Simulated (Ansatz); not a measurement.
Geometry optimisation, Ansatz, RKS r2SCAN-D4/6-31G*.

The input (input.yaml):

```yaml
crystal:
  periodic: [false, false, false]
  atoms:
    - { symbol: Si, position_ang: [0.0, 0.0, 0.0] }
    - { symbol: H, position_ang: [0.0, 0.0, 1.46] }
    - { symbol: H, position_ang: [1.3768, 0.0, -0.4862] }
    - { symbol: C, position_ang: [-0.8808, 1.5259, -0.6227] }
    - { symbol: H, position_ang: [-1.9334, 1.2723, -0.8671] }
    - { symbol: H, position_ang: [-0.8624, 2.3106, 0.1622] }
    - { symbol: H, position_ang: [-0.3704, 1.9025, -1.5336] }
    - { symbol: H, position_ang: [-0.6877, -1.1914, -0.4862] }
basis:
  gaussian: { orbitals: "6-31G*" }
hamiltonian:
  xc: r2scan
  dispersion: d4
relax:
  f_tol: 0.02
  max_steps: 40
```

Launched with:

```bash
$ ansatz run input.yaml --threads 1 --pin off --max-ram 2048MiB --backend cpu --events-out ev --progress --plain --runs-dir out
```

Task: Where does it end, and by what steps?

Result: The run converged. The force dipped under the threshold on the way, but the program's further checks kept it going. After 9 steps the energy has fallen by 0.109 eV; H6 moved furthest, 0.43 Å.

```
step  energy less start (eV)  largest force component (eV/Å)  accepted
   0                  0.0000                           0.607       yes
   1                 -0.0676                           0.188       yes
   2                 -0.0785                           0.069       yes
   3                 -0.1024                           0.034       yes
   4                 -0.0792                           0.707        no
   5                 -0.1075                           0.027       yes
   6                 -0.1036                           0.327        no
   7                 -0.1082                           0.008       yes
   8                 -0.1086                           0.031       yes
   9                 -0.1086                           0.005       yes
```

```xyz
8
Properties=species:S:1:pos:R:3
Si -0.001 0.001 0.000
H -0.247 -0.196 1.457
H 1.472 0.116 -0.208
C -0.888 1.538 -0.627
H -1.970 1.456 -0.476
H -0.541 2.434 -0.101
H -0.707 1.686 -1.699
H -0.476 -1.216 -0.719
```

Whether the end is a true minimum wasn't checked by a vibrational analysis.

The run took 17 s on 1 thread of Arm Neoverse V2, with other jobs on the host, peak memory 0.12 GiB.
